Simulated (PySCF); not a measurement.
Species: PH₃.
SMILES: `P`

Level of theory: B3LYP/def2-SVPD in PySCF (dipole) on a GFN2-xTB geometry, gas phase.

Masses are those of the commonest isotopes; rigid-rotor values at the optimised geometry. 

(1) Give the principal moments of inertia and the rotational constants in GHz.

(2) What kind of rotor is it?

(3) What does the inertial defect say?

(4) Give the other two planar moments, Paa and Pbb, and the rms extents of the mass along the axes.

(5) Where do the R-branch lines fall?

## Answers

(1) Ia = 3.64, Ib = 3.64, Ic = 4.03 u·Å²; 505379 MHz·u·Å²/I gives 138825, 138807 and 125386 MHz, that is A = 138.82, B = 138.81, C = 125.39 GHz.

(2) An oblate symmetric top, as the point group C3v requires two equal moments; the computed ones differ by 0.01 % because the geometry is symmetric only within the optimiser's tolerance: κ = (2 × 138807 − 138825 − 125386)/(138825 − 125386) = 1.00.

(3) Not planar: Δ = Ic − Ia − Ib = -3.25 u·Å². For a rigid frame Δ = −2 Σ m c², so Σ m c² = 1.63 u·Å² lies off the ab plane: 1.48 from hydrogen and 0.14 from heavier atoms. The atom farthest from that plane is 0.70 Å away.

(4) Paa = Σ m a² = (Ib + Ic − Ia)/2 = 2.02 and Pbb = Σ m b² = (Ia + Ic − Ib)/2 = 2.02 u·Å². With the mass M = 34.00 u, the rms extents √(P/M) along a, b and c are 0.24, 0.24, 0.22 Å.

(5) The dipole of 0.62 D lies along the symmetry axis, so ΔK = 0 and J+1 ← J falls at 2B(J+1) for every K: 277.63 GHz, 555.26 GHz, 832.89 GHz, 1110.53 GHz, 1388.16 GHz for J = 0 to 4.

Not checked by GFN2-xTB frequencies. Zero-point vibration and centrifugal distortion are left out.

On Arm Neoverse V2, one thread, on a shared host, this took 0.8 s. This is the B3LYP/def2-SVPD job that gave the dipole, with the excitations it also computed.
